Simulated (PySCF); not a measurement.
Computed with PySCF and rigid-rotor harmonic-oscillator thermochemistry at 1 bar. 'Table' is the NASA 1993 thermochemical table (part measured, part estimated). S°(298 K) at PBE0/def2-TZVP differs from the NASA 1993 table for C4H10 (n-butane) (-9 J/mol/K); whether the harmonic model or the table's entry is off was not settled. All species are closed-shell singlets. The harmonic model lacks anharmonicity and excited electronic states, which grow with temperature; levels with a mode under 35 cm⁻¹ are left out. Internal rotation in C4H10 (n-butane) is treated as a harmonic vibration of one conformer, which makes the entropy rough.

Harmonic frequencies at PBE0/def2-TZVP (cm⁻¹): 120, 222, 256, 260, 426, 734, 807, 853, 958, 978, 1040, 1090, 1175, 1206, 1286, 1317, 1329, 1395, 1404, 1406, 1478, 1482, 1490, 1491, 1497, 1503, 3024, 3033, 3042, 3042, 3048, 3072, 3110, 3113, 3118, 3119. Point group C2h; S°(298 K) = 300.4 J/mol/K at this level.

### Question
Work out Cp and S° of gaseous C4H10 (n-butane) at 500, 800, 1200, 1600, 2000 K from these, and set them beside the table.

### Answer
| T (K) | Cp PBE0/def2-TZVP | Cp table | S° PBE0/def2-TZVP | S° table |
|---|---|---|---|---|
| 500 | 142.9 | 148.4 | 359.8 | 372.8 |
| 800 | 201.5 | 202.6 | 440.6 | 455.5 |
| 1200 | 249.6 | 245.0 | 532.3 | 546.5 |
| 1600 | 277.5 | 270.8 | 608.3 | 620.7 |
| 2000 | 294.1 | 287.2 | 672.1 | 683.1 |
Units J/mol/K.
